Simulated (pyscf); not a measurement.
Structures and frequencies: ωB97X-D3(BJ)/def2-SVP in PySCF.

### Question
For H₃Si–Te–SiH₃ + H atom (H•) → silane (SiH₄) + H₃Si–Te•, a substitution at Si (doublet surface; Si–Te broken, H–Si formed), PBE/def2-TZVP gives ΔE‡ = -3.2 kcal/mol and ΔE = -23.5 kcal/mol (zero: the separated reactants). In which direction and how far do r²SCAN/def2-TZVP, M06-2X/def2-TZVP, ωB97M-D3(BJ)/def2-TZVP move these?

### Answer
r²SCAN: ΔE‡ = -3.9 kcal/mol, ΔE = -25.4 kcal/mol; M06-2X: ΔE‡ = 2.4 kcal/mol, ΔE = -31.3 kcal/mol; ωB97M-D3(BJ): ΔE‡ = 3.4 kcal/mol, ΔE = -28.1 kcal/mol. PBE's barrier lies among them. Its reaction energy lies over all of them, by 1.9 to 7.8 kcal/mol. At PBE, r²SCAN this geometry lies under the reactants; that is no barrier but a single point on another level's saddle; such a level's own saddle, if it has one, lies nearer that side and is low. One saddle was located; it need not be the lowest between these sides. The angle at the attacked Si is 178°. Elements past Kr carry the def2 core potentials, without spin-orbit coupling.
